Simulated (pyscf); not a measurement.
Elementary routes open to HCl + •H₂C–Cl in the gas phase (doublet surface):
A. H₃C–Cl + Cl• (Cl–H broken; C–H formed)
B. Cl–CH₂–Cl + H• (Cl–H broken; C–Cl formed)

Structures and frequencies: ωB97X-D3(BJ)/def2-SVP in PySCF. MP2 and CC: frozen core, UHF for open shells. ΔMP2 is the change of the MP2 total energy from the triple- to the quadruple-zeta basis.

Problem. Rank the routes by free-energy barrier at 600 K, lowest first, for CCSD(T)/def2-TZVPP + ΔMP2(QZVPP) energies (ideal gas, 1 atm, RRHO with modes under 100 cm⁻¹ raised to 100, one conformer, R ln 2 for chiral ones without a mode under 150 cm⁻¹).

Solution. A (1.01 eV), B (2.27 eV)

Route A is the fastest of these, ahead of the next by 1.26 eV. The most stable products are those of A (ΔG = +0.45 eV), so kinetics and thermodynamics agree. At 1200 K A is still the fastest. Only these routes are compared; each barrier is that of the saddle found, and lower ones may exist. The CCSD(T) − MP2 part came from Ansatz, without density fitting, on the same reference. Left out: orbital degeneracy and the spin-orbit lowering of Cl.
